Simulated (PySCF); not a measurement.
**Building multiplets from coupling constants**

Numbering as in the mapped SMILES `[CH:1]#[C:2][CH2:3][OH:4]`. Hydrogens are named by the atom that carries them.

PySCF 2.14.0 with density-fitted response routines calculation with structure optimised with PBE0-D3(BJ)/def2-SVP, σ from GIAO-CAM-B3LYP/pcSseg-2 and B3LYP/pcJ-1 coupling constants; single conformer, in vacuum, one averaged value for each set of equivalent atoms, non-relativistic Hamiltonian.

References, each an isolated molecule treated in the same way: ¹H vs TMS.

Spectrometer: 600 MHz for ¹H. First-order analysis; couplings under 1 Hz (under 4 Hz in carbon signals) are ignored, and nearly equal couplings are merged; the smaller ones broaden or split the lines further.

**Question.** What pattern does H(C3) show (¹H)?

**Answer.** A doublet at δ 4.43: 3.8 Hz to H(C1) (1 × ¹H, 4 bonds away). Lines in Hz from the centre (relative intensity): +1.9 (1), -1.9 (1). The outer lines are 3.8 Hz apart, the sum of the couplings kept, or 0.006 ppm at this field.

**Question.** What pattern does H(C1) show (¹H)?

**Answer.** A triplet at δ 2.18: 3.8 Hz to H(C3) (2 × ¹H, 4 bonds away). Lines in Hz from the centre (relative intensity): +3.8 (1), +0.0 (2), -3.8 (1). The outer lines are 7.6 Hz apart, the sum of the couplings kept, or 0.013 ppm at this field.

OH/NH shifts are gas-phase values; hydrogen bonding in solution moves them, usually downfield.
